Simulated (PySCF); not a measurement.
# Phosphorus: a sound run and one with changed settings

Sound run: P [Ne] 3s2 3p3, P⁺ [Ne] 3s2 3p2. All numbers are calculated (PySCF 2.14, the non-relativistic Hamiltonian (point nucleus), in pcseg-2). In the sound run the correlated levels freeze [Ne]. The sound run starts from symmetry-adapted Hartree-Fock orbitals and uses a fine grid where one is needed.

A second run was set up differently.

```tsv
species	method	sound run (hartree)	changed run (hartree)	converged
P	MP2	-340.78445	-340.72492	yes
P	CCSD(T)	-340.80402	-340.72978	yes
P⁺	MP2	-340.40357	-340.35030	yes
P⁺	CCSD(T)	-340.42493	-340.35261	yes
```

Ionisation energy of P:

```tsv
method	sound run (eV)	changed run (eV)
UHF	9.927	9.927
MP2	10.364	10.194
SCS-MP2	10.219	10.016
CCSD	10.292	10.258
CCSD(T)	10.316	10.263
```

What was changed?
A. basis contracted for another Hamiltonian
B. a valence shell is frozen
C. minimal basis
D. all electrons correlated in a valence basis

B. Freezing a valence shell removes pair correlation that changes on ionisation.
